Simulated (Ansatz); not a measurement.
A series at Si: from `[SiH3]Cl`, ligands are replaced one by one, each step taking up HCl and setting free H₂; n counts the steps. Ansatz, PBE0-D4/def2-TZVP geometries.

| n | molecule | HOMO energy, ωB97M-V/def2-TZVPP (eV) |
| --- | --- | --- |
| 0 | `[SiH3]Cl` | -11.27 |
| 1 | `Cl[SiH2]Cl` | -11.32 |
| 2 | `Cl[SiH](Cl)Cl` | ? |
| 3 | `Cl[Si](Cl)(Cl)Cl` | -11.77 |

Task: By hand: fit a straight line y = ȳ + b (n − n̄) to the 3 given rows and predict n = 2.

Result: n̄ = 1.333, ȳ = -11.453; Σ(n − n̄)(y − ȳ) = -0.817, Σ(n − n̄)² = 4.667, so b = -0.175 eV a step. Prediction: -11.453 + (-0.175) × (0.667) = -11.57 eV.

Task: By hand: compare with the computed value, -11.62 eV, and give the steps along the whole series.

Result: The line misses by -0.05 eV (computed minus predicted). Steps: -0.05, -0.30, -0.15 eV.

The steps differ by up to 0.25 eV without a steady trend. The highest orbital can change its character along such a series. The miss is 10.0 % of the series' range.
